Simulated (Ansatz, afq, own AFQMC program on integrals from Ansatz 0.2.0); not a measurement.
Integrals from Ansatz 0.2.0, then the random walk in our own AFQMC program (afq).

```yaml
crystal:
  periodic: [false, false, false]
  atoms:
    - {symbol: Si, position_ang: [-1.277955, 0.668918, -0.876676]}
    - {symbol: Ge, position_ang: [-0.980451, -0.011961, 1.413716]}
    - {symbol: Si, position_ang: [1.364664, -0.219213, 0.897987]}
    - {symbol: Ge, position_ang: [0.876050, -0.234145, -1.461975]}
    - {symbol: H, position_ang: [-1.341556, 2.162921, -1.033257]}
    - {symbol: H, position_ang: [-1.638242, -1.376878, 1.697983]}
    - {symbol: H, position_ang: [-1.383073, 0.975890, 2.524600]}
    - {symbol: H, position_ang: [2.126612, -1.370907, 1.478842]}
    - {symbol: H, position_ang: [2.056476, 1.061712, 1.245716]}
    - {symbol: H, position_ang: [0.765904, -1.664651, -2.025895]}
    - {symbol: H, position_ang: [1.786771, 0.596494, -2.385361]}
basis:
  gaussian: {orbitals: def2-SVP}
magnetization: {spin_polarized: true, initial_magnetization: 1}
correlation: {method: ccsd_t, electrons: outside_noble_gas, hamiltonian_folder: ham}
```

```sh
$ ansatz run in.yaml --threads 1 --pin off --events-out ev --progress --plain --max-ram 16896MiB --backend cuda --devices 0, --max-vram 18GiB
```

Options of the walk:

```
--method phaseless --trial cisd --walkers 1400 --populations 20 --least-time 60 --time-step 0.005 --steps-per-block 50 --equilibration-blocks 28 --max-blocks 4000 --target-error 0.00029 --factor-cut 1e-05 --start spin_pure --seed 2681 --release-times 0.21,0.42,0.63,0.9 --release-step 0.03 --release-every 5 --taylor-order 6
```

Times are imaginary, in 1/Eh. The walk had a cap of 259 s. With eight or more populations the least sampling time is a fifth of least-time, and the error comes from their spread. Filled inner d shells are frozen with the cores.

Log:

```
orbitals 97  electrons 12 11  factors 875 of 1326
reference energy -4731.92978947 Eh
CCSD correlation -0.43989866 Eh in 12 cycles, weight of the determinant in the CISD state 0.7737
energy of the start -4732.369154 Eh
 block  time / (1/Eh)  mean weight  energy / Eh
     1     0.250  0.9997  -4732.351336
     2     0.500  1.0001  -4732.353528
     3     0.750  0.9998  -4732.359246
     4     1.000  1.0002  -4732.365642
     5     1.250  1.0002  -4732.369390
    10     2.500  1.0001  -4732.382287
    15     3.750  0.9995  -4732.383479
    20     5.000  1.0006  -4732.388234
    25     6.250  0.9996  -4732.387164
    30     7.500  1.0004  -4732.387942
    35     8.750  0.9997  -4732.386614
    40    10.000  1.0012  -4732.389077
    41    10.250  1.0000  -4732.391668
    45    11.250  1.0005  -4732.388164
    48    12.000  1.0001  -4732.385786
    50    12.500  1.0002  -4732.388735
    55    13.750  1.0001  -4732.386704
    60    15.000  1.0003  -4732.386112
    65    16.250  1.0004  -4732.387818
    70    17.500  0.9997  -4732.388417
    75    18.750  0.9990  -4732.387292
    79    19.750  1.0008  -4732.388096
error from the spread of 20 populations
released: time / (1/Eh)  energy / Eh  error  mean overlap
  0.21  -4732.388121  0.000550  0.9946
  0.42  -4732.388417  0.000590  0.9907
  0.63  -4732.388417  0.000722  0.9917
  0.90  -4732.388868  0.000661  0.9834
energy -4732.387907 +/- 0.000624 Eh
(rows thinned)
```

The run passed its tests (sampling time, drift between the halves within three errors, error under three times the target), which doesn't prove that it has relaxed, ending at its cap on processor time.

Against this walk (error 17.0 meV) on the same determinant: CCSD(T) 76.1 meV higher. The error is statistical and leaves out the bias of the constraint. Released to 0.90 1/Eh the energy moves by -26 ± 25 meV (both errors), within twice the noise.

Cautions: constraint bias not in the error; error above the target (17.0 against 7.9 meV); no relativity below Rb; no spin-orbit coupling; inner d shell frozen.

The walk took 4.3 min on 1 × NVIDIA H100 80GB HBM3 with 2 threads of AMD EPYC 7R13 Processor (Zen 3), on a shared host (the card was shared). The log's last line is the phaseless energy.
